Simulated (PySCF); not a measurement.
One molecule, many functionals

Species: phosphonium, PH4 (charge +1).
InChI=1S/H3P/h1H3/p+1

Linear-response calculations in the def2-SVPD basis (PySCF; singlets by full response, triplets Tamm–Dancoff, core orbitals frozen in the response; HF means time-dependent Hartree–Fock). 'Strongest' is the level of largest summed f among the singlets computed (10 roots, of which the last may lack a degenerate partner); it can jump between rows when another state enters that window. S1 is the lowest singlet of each run and needn't be the same state throughout; f(S1) is that of one state. Isolated species at its PBE0-D3(BJ)/def2-SVP geometry, gas phase.

| functional | kind | S1 (eV) | f(S1) | strongest (eV) | T1 (eV) | HOMO (eV) | gap (eV) | ionisation energy, ΔSCF (eV) |
| --- | --- | --- | --- | --- | --- | --- | --- | --- |
| LDA | LDA | 10.74 | 0.000 | 12.35 | 9.72 | -17.63 | 10.59 | 22.07 |
| PBE | GGA | 10.82 | 0.000 | 12.43 | 9.50 | -17.67 | 10.72 | 22.04 |
| B3LYP | global hybrid, 20% exact exchange | 11.11 | 0.000 | 12.69 | 9.83 | -18.88 | 12.69 | 22.10 |
| PBE0 | global hybrid, 25% exact exchange | 11.19 | 0.000 | 12.81 | 9.78 | -19.11 | 13.18 | 22.18 |
| BHandHLYP | global hybrid, 50% exact exchange | 11.52 | 0.000 | 13.09 | 10.13 | -20.47 | 15.56 | 22.22 |
| CAM-B3LYP | range-separated hybrid | 11.24 | 0.000 | 12.84 | 9.97 | -20.55 | 15.75 | 22.25 |
| wB97X-D | range-separated hybrid | 11.29 | 0.000 | 12.93 | 10.14 | -21.07 | 17.02 | 22.30 |
| LC-wPBE | range-separated hybrid | 11.40 | 0.000 | 13.10 | 10.00 | -22.04 | 18.49 | 22.33 |
| HF | Hartree–Fock | 12.09 | 0.000 | 13.40 | 10.24 | -22.64 | 19.86 | not settled |

S1 runs from 10.74 eV (LDA) to 12.09 eV (HF), a spread of 1.35 eV, while the orbital gap spreads over 9.3 eV. Along PBE (0%), B3LYP (20%), PBE0 (25%), BHandHLYP (50%), HF (100%) S1 rises with the share of exact exchange. −ε(HOMO) comes closest to its own ΔSCF ionisation energy with LC-wPBE (-0.29 eV) and misses most with LDA (-4.44 eV). 'Not settled' means that the ion's SCF failed to converge or may have ended in another state than the lowest.
